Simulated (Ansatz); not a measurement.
Cost and result for the atomization energy of C$_{4}$H$_{3}$F, SMILES `C#C/C=C/F` (8 atoms, 7 bonds).

```json
{"atom": "C1", "x (Å)": "0.407", "y (Å)": "-1.899", "z (Å)": "0.908"}
{"atom": "C2", "x (Å)": "0.260", "y (Å)": "-0.750", "z (Å)": "0.585"}
{"atom": "C3", "x (Å)": "0.103", "y (Å)": "0.611", "z (Å)": "0.238"}
{"atom": "C4", "x (Å)": "-0.411", "y (Å)": "0.989", "z (Å)": "-0.926"}
{"atom": "F5", "x (Å)": "-0.552", "y (Å)": "2.274", "z (Å)": "-1.234"}
{"atom": "H6", "x (Å)": "0.535", "y (Å)": "-2.917", "z (Å)": "1.189"}
{"atom": "H7", "x (Å)": "0.413", "y (Å)": "1.370", "z (Å)": "0.950"}
{"atom": "H8", "x (Å)": "-0.753", "y (Å)": "0.322", "z (Å)": "-1.709"}
```

Charge 0, multiplicity 1. Geometry: relaxed with PBE0-D4/def2-TZVP. Program: Ansatz. All runs use 2 threads of an Arm Neoverse V2 on a shared host. Times are those of one run each, without the atoms' runs, and a repeat can differ threefold. Electronic energies, without spin–orbit coupling; frozen cores. CCSD(T)/CBS adds CCSD(T) − MP2 in def2-TZVPP to the MP2 limit, and its time is that of the two runs behind it. T1 = 0.013; the RHF reference is unstable towards UHF. B3LYP takes the VWN-RPA correlation (the form of Gaussian; ORCA's B3LYP/G). HSE06 is the plane-wave form, built on full-range PBE exchange.

CCSD(T)/CBS is a level of theory with its own doubt, some kJ/mol a heavy atom from the limit and from the frozen cores, so smaller differences don't rank the functionals.

```
                             level  functions  wall time  atomization (kJ/mol)  difference from CCSD(T)/CBS  per bond
              revPBE-D4/def2-TZVPP        197      1.6 s                3646.5                         54.5       7.8
               BHLYP-D4/def2-TZVPP        197      2.2 s                3453.7                       -138.3     -19.8
               HSE06-D4/def2-TZVPP        197      2.4 s                3653.5                         61.5       8.8
           CAM-B3LYP-D4/def2-TZVPP        197      2.5 s                3617.4                         25.4       3.6
 B3LYP-D4/def2-TZVPP (with forces)        197      3.4 s                3609.6                         17.6       2.5
                  CCSD(T)/def2-SVP         85      3.4 s                3451.4                       -140.6     -20.1
r2SCAN-D4/def2-TZVPP (with forces)        197      3.8 s                3624.8                         32.8       4.7
             r2SCANh-D4/def2-TZVPP        197      3.9 s                3589.5                         -2.5      -0.4
                ωB97X-V/def2-TZVPP        197      6.5 s                3590.7                         -1.3      -0.2
                 B97M-V/def2-TZVPP        197        7 s                3612.1                         20.1       2.9
                    MP2/def2-QZVPP        375       17 s                3674.1                         82.1      11.7
                CCSD(T)/def2-TZVPP        197       71 s                3499.7                        -92.3     -13.2
                 CCSD(T)/CBS(def2)          –       87 s                3592.0                          0.0       0.0
```

The D4 term adds +20.0 kJ/mol with B3LYP and +10.4 kJ/mol with PBE0; it sums over pairs of atoms, weighted by their polarisabilities, and B3LYP, whose exchange is more repulsive, gets the larger term. Leaving LDA and LC-ωPBE aside and taking each functional with its dispersion term where it has one, the values, not all of them listed here, spread over 308.2 kJ/mol, from BHLYP-D4 to PBE-D4. LDA lies +472.0 kJ/mol from PBE without D4, its usual overbinding. From BLYP to BHLYP (50 % exact exchange), in def2-TZVPP and without D4, the atomization energy moves by −171.6 kJ/mol: exact exchange takes away binding that semilocal exchange gives to molecules.
